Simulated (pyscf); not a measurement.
Routes from `[OH][OH]` + `[CH3]` [doublet]

Candidate steps break at most two bonds and form at most two. Each was searched with GFN2-xTB (tblite) first. Single points on ωB97X-D3(BJ)/def2-SVP structures (PySCF, gas phase). MP2 and CC: frozen core, UHF for open shells. ΔMP2 is the change of the MP2 total energy from the triple- to the quadruple-zeta basis. Energies: CCSD(T)/def2-TZVPP + ΔMP2(QZVPP), kJ/mol, from the separated reactants, doublet surface.

```
products                      type   ΔE‡      ΔE  ΔG‡ 298 K  ΔG‡ 900 K  ν‡ (cm⁻¹)
------------  --------------------  ----  ------  ---------  ---------  ---------
•O–OH + CH₄   hydrogen abstraction  33.8   -77.0       64.3      140.3      1816i
OH• + H₃C–OH     substitution at O  50.9  -185.1       88.9      158.6       928i
```

Row 2: On the product side the descent ends in a complex (not fully relaxed), 28.5 kJ/mol under the separated species and 266.2 kJ/mol under the saddle at ωB97X-D3(BJ)/def2-TZVP. 

Plain bond fissions and candidates not yet searched are not listed, and one of them may be faster. Each barrier is that of the saddle found; lower ones may exist. The CCSD(T) − MP2 part came from Ansatz, without density fitting, on the same reference. A UHF reference is spin-contaminated (<S²> up to 1.12), which harms MP2 most. Left out: orbital degeneracy and the spin-orbit lowering of OH.
